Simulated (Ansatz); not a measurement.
System: CsCl-type TlCl. Method: PBE0 in Ansatz (plane waves, PAW).

Run with plane-wave cutoff 520 eV, 6×6×6 k mesh, finite displacements, scalar-relativistic PAW data made under PBE.

Computed at the level's own relaxed cell.

Harmonic phonon frequencies (cm⁻¹; i marks an imaginary mode; at Γ without the LO shift):

```tsv
q point	frequencies
Γ	0 0 0 27 27 27
X	5i 5i 68 73 73 159
M	16i 44 44 56 80 80
```

Imaginary modes appear, so the structure is dynamically unstable at this level.

Note: the run finds an imaginary mode (16i cm⁻¹), so the cell is a saddle point at this level.

Ansatz is a program for electronic structure.
